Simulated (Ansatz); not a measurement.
System: C3H3, charge 0, doublet. C3H3 (SMILES C(=C)=[CH], doublet).
B3LYP-D3(BJ)/def2-TZVP minimum from Ansatz (a first-principles code):
```xyz
6

C     -0.0003    -0.0188     0.1135
C     -0.0037    -0.2179     1.3177
C      0.0034     0.2038    -1.2323
H     -0.0066    -0.3912     2.3654
H      0.9329     0.3302    -1.7707
H     -0.9230     0.2584    -1.7878
```
Charge 0, spin multiplicity 2.

Total energies in aug-cc-pVDZ, 15 correlated electrons, 3 frozen orbitals. UHF or UKS for unpaired electrons; spin-orbit terms are left out. Correlated methods leave the cores frozen. No relativity. The UHF reference of C3H3 ([CH]=C=C, doublet) is spin-contaminated (<S^2> up to 0.21 over the pure value in the sets run).

```
method    program  energy (Eh)  minus CCSDT(Q) (mEh)
--------  -------  -----------  --------------------
HF         Ansatz   -115.26438                418.27
MP2        Ansatz   -115.62254                 60.11
CCSD       Ansatz   -115.66327                 19.38
CCSD(T)    Ansatz   -115.67995                  2.70
CCSDT(Q)   Ansatz   -115.68265                  0.00
```

Rough core times of Ansatz's runs on a shared machine: CCSD(T) 50 s, CCSDT(Q) 50 min.
